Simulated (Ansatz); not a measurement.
**C3H8S2: up Jacob's ladder to CCSD(T)**

Aim: compute C3H8S2 with functionals from several rungs and with coupled cluster. The yardstick is the atomisation energy at the CCSD(T) limit.

Program: Ansatz 0.2.0, Gaussian basis. Level of theory: functionals in def2-TZVPP, the program's frozen cores in correlated methods. These are calculated values, not measurements.

Plan: PBE-D4, r2SCAN-D4, PBE0-D4, B3LYP-D4, ωB97X-V, ωB97M-V, B2PLYP; CCSD(T)/def2-TZVPP; MP2/def2-QZVPP; extrapolation to the limit.

### 1 Structure used throughout

All runs share one geometry, relaxed beforehand with PBE0-D4 in a triple-zeta def2 set.

SMILES `CCSCS`, 13 atoms, charge 0, spin multiplicity 1.

Atoms are counted from 1 here; the program's logs count them from 0.

Bond lengths: C1–C2 1.516 Å, C1–H6 1.091 Å, C1–H7 1.092 Å, C1–H8 1.094 Å, C2–S3 1.809 Å, C2–H9 1.093 Å, C2–H10 1.094 Å, S3–C4 1.803 Å, C4–S5 1.799 Å, C4–H11 1.090 Å, C4–H12 1.092 Å, S5–H13 1.343 Å. Angles: C2–C1–H6 110.8°, C2–C1–H7 111.8°, C2–C1–H8 110.5°, H6–C1–H7 107.9°, H6–C1–H8 108.4°, H7–C1–H8 107.4°, C1–C2–S3 114.9°, C1–C2–H9 110.6°, C1–C2–H10 111.5°, S3–C2–H9 104.1°, S3–C2–H10 108.6°, H9–C2–H10 106.6°, C2–S3–C4 100.4°, S3–C4–S5 110.7°, S3–C4–H11 111.1°, S3–C4–H12 110.4°, S5–C4–H11 110.2°, S5–C4–H12 105.4° and more.

### 2 PBE-D4 (GGA)

File in.yaml:

```yaml
crystal:
  periodic: [false, false, false]
  atoms:
    - {symbol: C, position_ang: [-1.593840, -0.832859, 0.133387]}
    - {symbol: C, position_ang: [-0.356688, -1.098911, -0.701896]}
    - {symbol: S, position_ang: [0.576536, 0.377358, -1.174187]}
    - {symbol: C, position_ang: [1.337006, 0.799809, 0.404865]}
    - {symbol: S, position_ang: [2.249922, 2.345141, 0.279544]}
    - {symbol: H, position_ang: [-2.275840, -0.159611, -0.388571]}
    - {symbol: H, position_ang: [-1.343414, -0.377834, 1.093869]}
    - {symbol: H, position_ang: [-2.123534, -1.766991, 0.341526]}
    - {symbol: H, position_ang: [-0.628369, -1.559034, -1.655414]}
    - {symbol: H, position_ang: [0.322914, -1.795034, -0.201891]}
    - {symbol: H, position_ang: [0.589897, 0.866351, 1.195380]}
    - {symbol: H, position_ang: [2.077718, 0.046863, 0.684062]}
    - {symbol: H, position_ang: [1.188091, 3.119952, 0.004026]}
basis:
  gaussian: {orbitals: def2-TZVPP}
hamiltonian: {xc: pbe, dispersion: d4}
output: {forces: true, orbitals: {seedname: orbitals}}
```

On the command line:

```bash
$ ansatz run in.yaml --threads 4 --pin off --events-out ev --progress --plain --max-ram 10444MiB
```

After this run come: r2SCAN-D4 (meta-GGA); PBE0-D4 (hybrid); B3LYP-D4 (hybrid); ωB97X-V (range-separated); ωB97M-V (range-separated); B2PLYP (double hybrid); CCSD(T) in def2-TZVPP; MP2 in def2-QZVPP.

**Question.** What will the summary of the whole plan be? Wanted: atomisation energy, CCSD(T)/CBS; farthest; mean size of error, hybrid; mean size of error, range-separated; gap, smallest and largest; T1 diagnostic; triples share of the correlation energy.

As calculated:

```
                               quantity                                 value
        atomisation energy, CCSD(T)/CBS                         4685.3 kJ/mol
 functionals within 23.4 kJ/mol (0.5 %)          r2SCAN-D4, B3LYP-D4, ωB97X-V
                               farthest                 PBE-D4 (+94.4 kJ/mol)
             mean size of error, hybrid                           18.9 kJ/mol
    mean size of error, range-separated                           20.0 kJ/mol
              gap, smallest and largest  4.58 eV (PBE-D4), 11.26 eV (ωB97X-V)
                          T1 diagnostic                                0.0102
triples share of the correlation energy                                 4.2 %
```

In words: PBE-D4 misses by +94.4 kJ/mol. Double hybrids carry the basis error of their MP2 part in triple zeta, and no dispersion term here, so their miss is partly the set-up's. Misses under about 23.4 kJ/mol are within the doubt on the reference itself, which lacks core-valence correlation, relativity and higher excitations. Hartree-Fock recovers 73 % of the binding; the rest is correlation. The gap grows from 4.6 to 11.3 eV across the functionals, mostly with the share of exact exchange.
